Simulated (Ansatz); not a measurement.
# AlB (quintet): wave-function methods side by side, def2-QZVPP

The task here is to estimate one member of a computed series from the others.

Computed with Ansatz 0.2.0, Gaussian basis. Level: def2-QZVPP, core rule «outside noble gas», up to 6 orbitals frozen.

To be run: UHF; ROHF; CCSD(T) on UHF.

2 further runs of the same task are left out: 2 set aside as unsound or not needed.

## The system

The geometry is a PBE0/def2-TZVP stationary point (not a proven minimum) of the parent state, kept for this charge and spin.

2 atoms, charge 0, spin multiplicity 5.

Atoms are counted from 1 here; the program's logs count them from 0.

Bond lengths: B1–Al2 2.023 Å.

The first run:

Input file in.yaml:

```yaml
crystal:
  periodic: [false, false, false]
  atoms:
    - {symbol: B, position_ang: [0.000000, 0.000000, 0.000000]}
    - {symbol: Al, position_ang: [0.000000, 0.000000, 2.023407]}
basis:
  gaussian: {orbitals: "def2-QZVPP.json"}
magnetization: {spin_polarized: true, initial_magnetization: 4}
hamiltonian: {xc: hf}
output: {orbitals: {seedname: orbitals}}
```

Run with:

```bash
ansatz run in.yaml --threads 1 --pin off --events-out ev --progress --plain --max-ram 2393MiB
```

Steps of the session up to this table: UHF; ROHF; CCSD(T) on UHF.

One table of the session follows, with a row left open; its other results are not shown here.

| method | from UCCSD(T) (meV) |
| --- | --- |
| ROHF | +3345.5 |
| UHF | ? |
| UMP2 | +669.0 |
| UCCSD | +216.6 |
| UCCSD(T) | 0 |

Q: Estimate the row for UHF from the others.

As computed: from UCCSD(T) (meV): +3323.2. In the column «from UCCSD(T) (meV)» it lies between UMP2 (+669.0) and ROHF (+3345.5).
